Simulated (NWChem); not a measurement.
**Lowest excitation of methane (CH$_{4}$)**

```
C
H 1 1.0981
H 1 1.0981 2 109.47
H 1 1.0981 2 109.47 3 120.00
H 1 1.0981 2 109.47 4 120.00
```
Charge 0, spin multiplicity 1.

All runs are NWChem calculations. The geometry was optimised at PBE0/def2-SVP, a minimum by its harmonic frequencies.

Basis set: def2-SVPD. CR-EOMCCSD(T) is the triples correction to the same EOM-CCSD root.

| method | lowest vertical singlet excitation energy (eV) | difference from EOM-CCSD |
|---|---|---|
| TD-B3LYP | 10.26 | -0.80 |
| CR-EOMCCSD(T) | 11.01 | -0.05 |
| EOM-CCSD | 11.06 | 0.00 |
| CIS | 11.60 | +0.53 |
| TD-CAM-B3LYP | 10.48 | -0.59 |
| TD-PBE | 9.88 | -1.19 |

The values span 1.72 eV, from TD-PBE (lowest) to CIS (highest). 

The correlated methods keep 1 core orbital frozen. B3LYP has NWChem's definition, with VWN1-RPA local correlation. No row is a measurement; the coupled-cluster row has its own basis-set and correlation limits.
